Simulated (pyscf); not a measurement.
**Bond scission: •H₂C–O–CH₃ -> formaldehyde (H₂C=O) + methyl (CH₃•)**

Gas phase, doublet surface, charge 0. Bonds broken: O2–C3. Bonds formed: none. Structures and frequencies: ωB97X-D3(BJ)/def2-SVP in PySCF. MP2 and CC: frozen core, UHF for open shells. ΔMP2 is the change of the MP2 total energy from the triple- to the quadruple-zeta basis.

Transition state (Å):

```xyz
8

C      0.5648    -0.7922    -0.3521
O      0.8949     0.4072    -0.4435
C     -0.2619     1.7597     0.3381
H     -0.0899    -1.2703    -1.1099
H      0.8589    -1.4068     0.5239
H      0.3101     2.6509     0.0713
H     -0.2587     1.4811     1.3956
H     -1.1982     1.6048    -0.2054
```

One imaginary mode, 705i cm⁻¹; descent along it reached the two sides named.

| bond | change | reactant side (Å) | saddle | product side |
|---|---|---|---|---|
| O2–C3 | breaks | 1.409 | 1.944 | 3.4 |

Electronic energies relative to the reactant's lowest minimum found (eV):

```tsv
level	barrier	reaction energy	reverse barrier
ωB97X-D3(BJ)/def2-TZVP	1.36	+0.69	0.68
PBE/def2-TZVP	1.02	+0.67	0.35
r²SCAN/def2-TZVP	1.07	+0.64	0.43
B3LYP-D3(BJ)/def2-TZVP	1.10	+0.59	0.51
PBE0-D3(BJ)/def2-TZVP	1.27	+0.76	0.51
M06-2X/def2-TZVP	1.38	+0.73	0.66
ωB97M-D3(BJ)/def2-TZVP	1.29	+0.60	0.69
HF/def2-TZVP	1.38	+0.26	1.12
MP2/def2-QZVPP	1.80	+0.55	1.25
CCSD/def2-TZVPP	1.35	+0.51	0.85
CCSD(T)/def2-TZVPP	1.29	+0.52	0.77
CCSD(T)/def2-TZVPP + ΔMP2(QZVPP)	1.31	+0.55	0.77
```

With CCSD(T)/def2-TZVPP + ΔMP2(QZVPP) energies and thermal terms (ideal gas, 1 atm, RRHO with modes under 100 cm⁻¹ raised to 100, one conformer, R ln 2 for chiral ones without a mode under 150 cm⁻¹), in eV:

```
T (K)   ΔH‡   ΔG‡     ΔH     ΔG
-----  ----  ----  -----  -----
298    1.17  1.14  +0.35  -0.06
600    1.18  1.11  +0.36  -0.48
900    1.18  1.07  +0.33  -0.90
1200   1.17  1.04  +0.29  -1.31
```

•H₂C–O–CH₃ lies 0.56 eV over its isomer H₃C–CH•–OH (electronic energy, ωB97M-D3(BJ)). This is the saddle that the search found; another between the same sides may lie lower. The CCSD(T) − MP2 part came from Ansatz, without density fitting, on the same reference. A UHF reference is spin-contaminated (<S²> up to 1.01), which harms MP2 most.
